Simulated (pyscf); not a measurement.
This saddle point was located with ωB97X-D3(BJ)/def2-SVP in PySCF.

```xyz
6

O      0.4452     0.7851    -0.3874
P      1.3996    -0.4386    -0.1698
O      1.2349    -0.8525     1.3899
H     -0.1440    -0.3572    -0.8222
H      0.0069    -1.3460    -0.8465
H      0.4836    -0.3957     1.8061
```

Surface: singlet, charge 0. Lowest wavenumbers (cm⁻¹): 2120i, 328, 451, 612, 814.

**Question.** Which two sides does it connect, and which bonds change?

**Answer.** HO–PH–OH (SMILES OPO) ⇌ O=P–OH (SMILES O=PO) + H₂ (SMILES [H][H]), an elimination read from left to right: H–O, H–P broken and H–H formed. At ωB97M-D3(BJ)/def2-TZVP it lies +236.6 kJ/mol from the left side and +201.3 kJ/mol from the right (each side as separated species at their lowest minima found). On the reactant side the descent ends in a point that may be a rotor saddle (no frequency run), 4.7 kJ/mol over the lowest minimum found and 241.3 kJ/mol under the saddle at ωB97X-D3(BJ)/def2-TZVP. At the saddle there is also a short H–P contact that neither side keeps. At ωB97X-D3(BJ)/def2-TZVP the barrier from the zero used here is 246.0 kJ/mol. The same reactants have a lower exit, to O=PH + H₂O (barrier +177.6 kJ/mol at ωB97M-D3(BJ)/def2-TZVP, against +236.6 kJ/mol here). One saddle was located; it need not be the lowest between these sides.
